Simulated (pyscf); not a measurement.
silanol (HO–SiH₃) + H₂B–OH → H₂B–O–SiH₃ + water (H₂O), a four-centre exchange (singlet surface; H–O, B–O broken, B–O, H–O formed). Single points on ωB97X-D3(BJ)/def2-SVP structures (PySCF, gas phase). Correlated levels are frozen-core, on RHF or UHF. ΔMP2 is the change of the MP2 total energy from the triple- to the quadruple-zeta basis. Energies in kcal/mol from the separated reactants.

Small-basis levels: PySCF, no dispersion term, spherical d functions. AM1 to PM7: differences of heats of formation from MOPAC. Cost: rough CPU time at the saddle relative to B3LYP/6-31G*, from one job on a shared machine.

```
level                             barrier  reaction energy        cost
--------------------------------  -------  ---------------  ----------
HF/6-31G*                            25.8             +0.8        0.08
SVWN5/6-31G*                        -10.5             +3.5         0.9
B3LYP/3-21G                         -12.4             +4.9         0.7
B3LYP/LANL2DZ                         5.0             +0.3         0.7
PBE/def2-SVP                          1.8             +5.0           2
B3LYP/def2-SVP                        8.7             +4.2           1
PM3                                   2.1             -5.9  under 0.02
CCSD(T)/def2-TZVPP + ΔMP2(QZVPP)     11.8             +0.5           –
```

Against the last row the barrier runs from -24.3 (B3LYP/3-21G) to +13.9 kcal/mol (HF/6-31G*); B3LYP/def2-SVP happens to lie closest here (3.2 kcal/mol apart). At SVWN5/6-31G*, B3LYP/3-21G, PBE/def2-SVP this geometry lies under one side, so the entry may be no barrier of that level: it is a single point on another level's saddle. CCSD(T)/def2-TZVPP + ΔMP2(QZVPP) has limits of its own. On the product side the descent ends in an adduct with a B–O contact, 5.3 kcal/mol under the separated species and 15.0 kcal/mol under the saddle at ωB97X-D3(BJ)/def2-TZVP. What is counted as broken (B–O) persists as a longer contact in the product adduct; parting that adduct is a step of its own. The reactants may also form a dative adduct at H₂B–OH; it and routes through it were not searched. This is the saddle that the search found; another between the same sides may lie lower. The CCSD(T) − MP2 part came from Ansatz, without density fitting, on the same reference.
